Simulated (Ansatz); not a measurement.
Stepwise reaction of `OB(O)O` with hydrogen, as a gas-phase model of exchange steps in deposition or etching. ΔE in kJ/mol.

Computed with Ansatz on PBE0-D4/def2-TZVP structures; ΔE is electronic, products minus reactants. CCSD(T)/CBS is the MP2 limit (def2-TZVPP, def2-QZVPP) plus CCSD(T) − MP2 in def2-TZVPP, frozen cores. This one scheme is used for every species. DFT in def2-TZVPP. B3LYP here is the variant with VWN-RPA as its local correlation; programs differ in this. One conformer a species, not always the lowest.

```json
{"step": "1", "reaction": "`OB(O)O` + H₂ → `OBO` + H₂O", "PBE-D4": "98.8", "B3LYP-D4": "102.7", "ωB97M-V": "103.6", "CCSD(T)/CBS": "99.0"}
{"step": "2", "reaction": "`OBO` + H₂ → `BO` + H₂O", "PBE-D4": "122.1", "B3LYP-D4": "122.2", "ωB97M-V": "122.1", "CCSD(T)/CBS": "116.7"}
{"step": "3", "reaction": "`BO` + H₂ → BH₃ + H₂O", "PBE-D4": "138.8", "B3LYP-D4": "133.9", "ωB97M-V": "132.9", "CCSD(T)/CBS": "126.5"}
```

(1) By hand: ΔE of the 3 steps together at CCSD(T)/CBS.

Results:

(1) (99.0) + (116.7) + (126.5) = 342.2 kJ/mol, or 114.1 kJ/mol a step.

In ΔE each step is higher than the one before. All are uphill at CCSD(T)/CBS. PBE-D4 differs from CCSD(T)/CBS by -0.2 to 12.3 kJ/mol a step. Isolated molecules leave out the surface, adducts and barriers. Largest T1 diagnostic: 0.014.
